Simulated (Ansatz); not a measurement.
[GeH$_{3}$···H···SiH$_{3}$], doublet: transfer scan

Starting geometry:

```xyz
9

Ge   -1.1057    0.0000    0.0000
H    -1.6171    1.4466    0.0000
H    -1.6171   -0.7233    1.2528
H    -1.6171   -0.7233   -1.2528
H     0.4287    0.0000    0.0000
Si    2.6813    0.0000    0.0000
H     3.1313   -1.4163    0.0000
H     3.1313    0.7081   -1.2265
H     3.1313    0.7081    1.2265
```

From there H5 is moved from one fragment to the other while all else, the fragments' distance too, stays fixed, so the hump isn't the reaction's barrier; atoms are numbered as listed. Energies are in kcal/mol, counted from the starting geometry at the same level.

Basis cc-pVDZ; Ansatz 0.2.0. Correlated methods freeze the noble-gas cores and the filled d shells of p-block atoms. R marks a restricted (for open shells ROHF) determinant, U an unrestricted one. Active spaces: frontier = (9e, 9o) about the gap. No spin–orbit coupling is included, and no scalar relativity.

Runs in a small pair space aren't shown, since their orbitals change along the scan.

Full CI isn't at hand for all of this; UCCSDT(Q) serves as the reference, and is uncertain by about the last step of the cluster series. The frozen core follows each run's orbitals, which can shift R against U totals by a few meV for light atoms and by up to 0.1 eV past Ca.

| distance Ge1-H5 (Å) | UCCSDT(Q) | error UMP2 | error RCCSD | error UCCSD | error UCCSD(T) | error UCCSDT | error NEVPT2 (frontier space) |
| --- | --- | --- | --- | --- | --- | --- | --- |
| 1.534 | 0.0 | 0.0 | 0.0 | 0.0 | 0.0 | 0.0 | 0.0 |
| 1.650 | 0.9 | 0.4 | 0.2 | 0.2 | 0.0 | 0.0 | -0.2 |
| 1.883 | 4.1 | 1.2 | 0.7 | 0.6 | 0.1 | 0.0 | -0.4 |
| 2.115 | -1.1 | 0.5 | 0.3 | 0.3 | 0.1 | 0.0 | 0.0 |
| 2.347 | -4.6 | -0.2 | -0.1 | -0.1 | 0.0 | 0.0 | 0.5 |

Errors are those of relative energies. In total energy the starting point itself misses UCCSDT(Q) by: UMP2 39.5, RCCSD 4.2, UCCSD 4.2, UCCSD(T) 0.9, UCCSDT 0.1, NEVPT2 (frontier space) 36.1 kcal/mol.

Spread of the error over the points with a reference, to 2.347 Å (largest less smallest): UCCSDT 0.0, UCCSD(T) 0.2, UCCSD 0.7, RCCSD 0.7, NEVPT2 (frontier space) 0.9, UMP2 1.4 kcal/mol.
